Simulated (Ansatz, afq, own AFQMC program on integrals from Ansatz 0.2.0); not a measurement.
N2H, quartet: AFQMC among the cluster methods

```yaml
atoms:
  - { symbol: N, position_ang: [0.0000, 0.0297, 0.6779] }
  - { symbol: N, position_ang: [0.0000, 0.0315, -0.7653] }
  - { symbol: H, position_ang: [0.0000, -0.8500, 1.2154] }
```

Connectivity, by distances: NH–N.

Basis cc-pVDZ. Only valence electrons are correlated. Integrals, coupled cluster, full CI and functionals: Ansatz 0.2.0; the random walks run on the same integrals in our own AFQMC program. ph-AFQMC/CISD is guided by a CISD state made of CCSD amplitudes; releasing the constraint for a short imaginary time cuts its bias at the price of noise, slowly where states lie close. ± is one standard error of the sampling.

Determinant: UHF, the one that the program's search chose, which needn't be the lowest solution. The geometry is a point of a scan.

No full CI on the walks' own integrals is used here; CCSDT(Q) serves as the reference and is uncertain by about the last step of the cluster series.

Cautions: lower spins were not checked.

```
T1 diagnostic                               : 0.0227
weight of the determinant in the CISD state : 0.901
⟨S²⟩ of the determinant                     : 3.773
size of the correlated space                : 11 electrons in 31 orbitals
```

```csv
level,correlation energy (eV)
MP2,-6.2142
CCSD,-7.1151
CCSD(T),-7.2839
```

Q: Estimate where phaseless AFQMC with a CISD trial lies against CCSD(T) on the same integrals.

A: 38.0 ± 10.4 meV below CCSD(T).

Reference: CCSDT(Q), correlation energy -7.324 eV. The released energy is read at 1.62 1/Eh, later times being too noisy (meV from the phaseless value at times in 1/Eh: -14 ± 11 at 0.24, -14 ± 11 at 0.51, -15 ± 11 at 0.99, -13 ± 16 at 1.62, -16 ± 22 at 2.40).

```
         level  E − E(reference) (meV)  share of correlation (%)
       CCSD(T)                    40.5                     99.45
         CCSDT                    14.5                     99.80
 ph-AFQMC/CISD              2.5 ± 10.4                     99.97
released AFQMC            -10.6 ± 15.6                    100.14
```

A walk keeps the symmetry of its determinant, which the program's search chose and which needn't be the lowest solution, so a lower state of the same spin and another symmetry isn't excluded. Released energies are given only where the last usable release times agree within the noise; a slower fall can still hide under it.
